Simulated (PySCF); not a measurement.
## Atomic charges against the basis set

Compound: C₅H₇Cl.
Cartesian coordinates in Å at the PBE0-D3(BJ)/def2-SVP level; atoms count from 1:
```
atom  x, y, z in Å
C1    -1.115    1.452    0.508
C2    -0.426    0.355    0.143
C3    -1.105   -0.958   -0.109
C4     1.025    0.440   -0.014
C5     1.813   -0.583   -0.371
Cl6    3.521   -0.436   -0.545
H7    -2.200    1.426    0.634
H8    -0.611    2.405    0.689
H9    -0.719   -1.741    0.565
H10   -0.929   -1.304   -1.141
H11   -2.189   -0.880    0.045
H12    1.489    1.412    0.177
H13    1.445   -1.589   -0.582
```

PBE0 throughout (PySCF), one geometry, spherical d and f functions. The structure is a single PBE0-D3(BJ)/def2-SVP conformer in the gas phase; no vibrational or solvent corrections. The first 7 of 11 kinds of atom are listed.

Mulliken charges (e):

```tsv
basis	functions	C1	C2	C3	C4	C5	Cl6	H7
STO-3G	41	-0.160	+0.003	-0.239	-0.080	-0.071	-0.099	+0.084
6-31G	72	-0.400	+0.139	-0.565	-0.076	-0.484	+0.104	+0.161
6-31G*	102	-0.452	+0.200	-0.613	-0.124	-0.346	+0.006	+0.173
def2-SVP	123	-0.075	-0.166	-0.002	+0.045	-0.054	-0.105	+0.044
6-311+G(2d,p)	212	-0.686	+0.861	-0.936	+0.046	-0.384	+0.103	+0.125
def2-TZVP	234	-0.296	+0.115	-0.418	-0.198	-0.050	-0.092	+0.126
```

IAO charges (e):

```tsv
basis	functions	C1	C2	C3	C4	C5	Cl6	H7
STO-3G	41	-0.245	-0.019	-0.398	-0.143	-0.176	-0.005	+0.135
6-31G	72	-0.319	+0.030	-0.443	-0.151	-0.185	-0.029	+0.152
6-31G*	102	-0.307	+0.027	-0.422	-0.149	-0.176	-0.024	+0.146
def2-SVP	123	-0.305	+0.028	-0.412	-0.153	-0.169	-0.013	+0.142
6-311+G(2d,p)	212	-0.328	+0.032	-0.433	-0.156	-0.181	-0.019	+0.151
def2-TZVP	234	-0.328	+0.032	-0.433	-0.156	-0.181	-0.016	+0.150
```

Hirshfeld charges (e):

```csv
basis,functions,C1,C2,C3,C4,C5,Cl6,H7
STO-3G,41,-0.058,+0.009,-0.034,-0.026,+0.040,-0.130,+0.029
6-31G,72,-0.101,+0.015,-0.096,-0.051,-0.037,-0.057,+0.045
6-31G*,102,-0.100,+0.011,-0.096,-0.051,-0.029,-0.064,+0.045
def2-SVP,123,-0.102,+0.014,-0.110,-0.060,-0.035,-0.029,+0.044
"6-311+G(2d,p)",212,-0.100,-0.001,-0.112,-0.063,-0.043,-0.031,+0.047
def2-TZVP,234,-0.103,+0.005,-0.116,-0.061,-0.039,-0.034,+0.047
```

ESP-fitted charges (e):

| basis | functions | C1 | C2 | C3 | C4 | C5 | Cl6 | H7 |
| --- | --- | --- | --- | --- | --- | --- | --- | --- |
| STO-3G | 41 | -0.378 | +0.297 | -0.502 | -0.227 | +0.051 | -0.166 | +0.140 |
| 6-31G | 72 | -0.576 | +0.314 | -0.476 | -0.203 | -0.147 | -0.109 | +0.213 |
| 6-31G* | 102 | -0.614 | +0.380 | -0.543 | -0.184 | -0.215 | -0.069 | +0.221 |
| def2-SVP | 123 | -0.577 | +0.353 | -0.490 | -0.207 | -0.191 | -0.054 | +0.206 |
| 6-311+G(2d,p) | 212 | -0.690 | +0.428 | -0.569 | -0.195 | -0.237 | -0.056 | +0.243 |
| def2-TZVP | 234 | -0.682 | +0.434 | -0.563 | -0.212 | -0.209 | -0.058 | +0.239 |

Q: Which scheme is steadiest as the basis changes?

A: Largest range over the bases for any column: IAO 0.08 e, Hirshfeld 0.10 e, ESP-fitted 0.31 e, Mulliken 1.03 e. IAO charges move least and Mulliken charges most, counted in e. Without the minimal STO-3G basis the ranges are IAO 0.03, Hirshfeld 0.04, ESP-fitted 0.12, Mulliken 1.03 e.

Q: How much do the charges still move between the two largest bases, 6-311+G(2d,p) and def2-TZVP?

A: At most, over all atoms: Mulliken 0.746 e, IAO 0.003 e, Hirshfeld 0.006 e, ESP-fitted 0.027 e.

Q: What do the same runs give for the total energy, the frontier levels and the dipole moment?

A: 
```
        basis  energy (Eh)  HOMO (eV)  LUMO (eV)  μ (D)
       STO-3G    -647.1755      -4.90       1.59   2.06
        6-31G    -654.4316      -6.52      -0.76   2.01
       6-31G*    -654.4924      -6.46      -0.74   1.78
     def2-SVP    -654.2319      -6.56      -0.93   1.53
6-311+G(2d,p)    -654.5827      -6.67      -1.15   1.67
    def2-TZVP    -654.5996      -6.65      -1.09   1.62
```

The dipole is fixed by the density alone, so its range of 0.53 D shows that the density itself changes with the basis, not only its division among atoms.
